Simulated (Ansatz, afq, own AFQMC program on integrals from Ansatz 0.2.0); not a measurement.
**BSiH₃⁺, doublet in aug-cc-pVDZ, levels against CCSDT(Q)**

```xyz
5

Si    0.0091    0.0000    0.6016
B     0.0825    0.0000   -1.2150
H    -0.6559   -0.9412   -0.6669
H    -0.6559    0.9412   -0.6669
H     0.1724    0.0000   -2.3958
```

Connectivity, by distances: Si–BH, 2 bridging H.

Basis aug-cc-pVDZ. Only valence electrons are correlated. AFQMC by an in-house program on the Cholesky factors that Ansatz 0.2.0 writes for its CCSD(T) run. The CISD trial takes its coefficients from CCSD amplitudes. Released means that phaseless walkers are propagated on without the constraint, phases kept. ± is one standard error of the sampling.

Determinant: UHF, the one that the program's search chose, which needn't be the lowest solution. The geometry is a PBE0/def2-TZVP stationary point of this or a neighbouring charge and spin state.

No full CI on the walks' own integrals is used here; CCSDT(Q) serves as the reference and is uncertain by about the last step of the cluster series.

Cautions: unrestricted determinant slightly spin contaminated (⟨S²⟩ 0.82 against 0.75).

* T1 diagnostic: 0.0276
* weight of the determinant in the CISD state: 0.873
* ⟨S²⟩ of the determinant: 0.819
* size of the correlated space: 9 electrons in 71 orbitals

```tsv
level	correlation energy (eV)
MP2	-4.2913
CCSD	-5.3186
CCSD(T)	-5.5058
```

Task: Estimate where AFQMC with the constraint released lies against CCSD(T) on the same integrals.

Result: 0.96 ± 0.13 kcal/mol below CCSD(T).

Reference: CCSDT(Q), correlation energy -5.551 eV. The released energy is read at 1.50 1/Eh (meV from the phaseless value at times in 1/Eh: -3 ± 4 at 0.24, -10 ± 4 at 0.50, -3 ± 4 at 1.00, -2 ± 6 at 1.50).

```
         level  E − E(reference) (kcal/mol)  share of correlation (%)
       CCSD(T)                         1.05                     99.18
         CCSDT                         0.20                     99.84
 ph-AFQMC/CISD                  0.13 ± 0.11                     99.90
released AFQMC                  0.08 ± 0.13                     99.93
```

A walk keeps the symmetry of its determinant, which the program's search chose and which needn't be the lowest solution, so a lower state of the same spin and another symmetry isn't excluded. Released energies are given only where the last usable release times agree within the noise; a slower fall can still hide under it.
